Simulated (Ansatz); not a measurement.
Basis sets compared for LiH₂⁻ (the lowest singlet isomer of a short search). Total charge -1; singlet. Geometry PBE0-D4/def2-TZVPD. Ansatz on 4 threads of Arm Neoverse V2 on a shared host; times are rough, and most runs start from earlier orbitals.

```xyz
3

Li    0.000   -0.003    0.000
H     0.936   -0.015   -1.431
H    -0.936    0.018    1.431
```

B3LYP takes the VWN-RPA correlation. At PBE-D4/def2-SVPD, PBE-D4/def2-TZVPD the highest occupied level of the charge -1 singlet lies above zero (up to 0.26 eV). By energy differences its removal costs 2.66 eV (vertical, to the charge 0 doublet, at PBE-D4/def2-TZVPD); a positive level beside a positive removal energy at the same level points to self-interaction error. The structure comes from a short search, and lower isomers may exist.

```json
{"level": "HF/STO-3G", "functions": "7", "energy (Eh)": "-8.3616", "HOMO (eV)": "-1.76", "LUMO (eV)": "11.47", "wall time": "0.05 s"}
{"level": "HF/6-31G", "functions": "13", "energy (Eh)": "-8.5476", "HOMO (eV)": "-3.29", "LUMO (eV)": "5.93", "wall time": "0.05 s"}
{"level": "PBE-D4/def2-SVPD", "functions": "28", "energy (Eh)": "-8.6521", "HOMO (eV)": "0.24", "LUMO (eV)": "3.41", "wall time": "0.1 s"}
{"level": "B3LYP-D4/6-31G", "functions": "13", "energy (Eh)": "-8.7042", "HOMO (eV)": "-0.47", "LUMO (eV)": "4.31", "wall time": "0.1 s"}
{"level": "PBE0-D4/def2-SVPD", "functions": "28", "energy (Eh)": "-8.6569", "HOMO (eV)": "-0.79", "LUMO (eV)": "3.83", "wall time": "0.1 s"}
```

**Question.** Estimate the rows for PBE-D4/def2-TZVPD, B3LYP-D4/def2-TZVPD, PBE0-D4/def2-TZVPD.

**Answer.** 
```csv
level,functions,energy (Eh),HOMO (eV),LUMO (eV),wall time
PBE-D4/def2-TZVPD,35,-8.6597,0.26,3.16,0.15 s
B3LYP-D4/def2-TZVPD,35,-8.7143,-0.64,3.37,0.15 s
PBE0-D4/def2-TZVPD,35,-8.6642,-0.78,3.50,0.15 s
```
